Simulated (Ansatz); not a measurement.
C5H10O (`CC1(C)COC1`) at its PBE0-D4/def2-TZVP geometry, where that method's forces vanish. Charge 0, multiplicity 1.

```xyz
16

C     0.8943    0.6434    1.0993
C     0.0204    0.0692    0.0039
C    -0.3779    1.1236   -1.0076
C     0.5365   -1.2463   -0.6086
O    -0.5827   -1.9854   -0.1069
C    -1.1388   -0.8144    0.5013
H     1.8125    1.0689    0.6840
H     1.1761   -0.1245    1.8239
H     0.3729    1.4404    1.6376
H    -1.0077    0.6998   -1.7936
H     0.5045    1.5630   -1.4821
H    -0.9353    1.9339   -0.5285
H     0.5830   -1.2690   -1.7033
H     1.4847   -1.6142   -0.2002
H    -1.2170   -0.9177    1.5897
H    -2.1254   -0.5707    0.0910
```

Question: What forces (eV/Å) does r2SCAN-D4/def2-TZVPP give on these atoms in Ansatz 0.2.0? (An estimate is asked.)

Answer: Computed: 
```
C1   0.079  0.051  0.100
C2   0.028  0.094  0.005
C3  -0.037  0.095 -0.092
C4   0.333  0.070 -0.184
O5  -0.146 -0.496 -0.028
C6  -0.248  0.219  0.201
H7  -0.007 -0.003  0.003
H8  -0.004  0.005 -0.009
H9   0.004 -0.006 -0.005
H10  0.006  0.001  0.009
H11 -0.006 -0.004  0.004
H12  0.005 -0.006 -0.003
H13  0.002 -0.005 -0.021
H14  0.018 -0.011  0.005
H15 -0.005 -0.005  0.020
H16 -0.021  0.001 -0.005
```
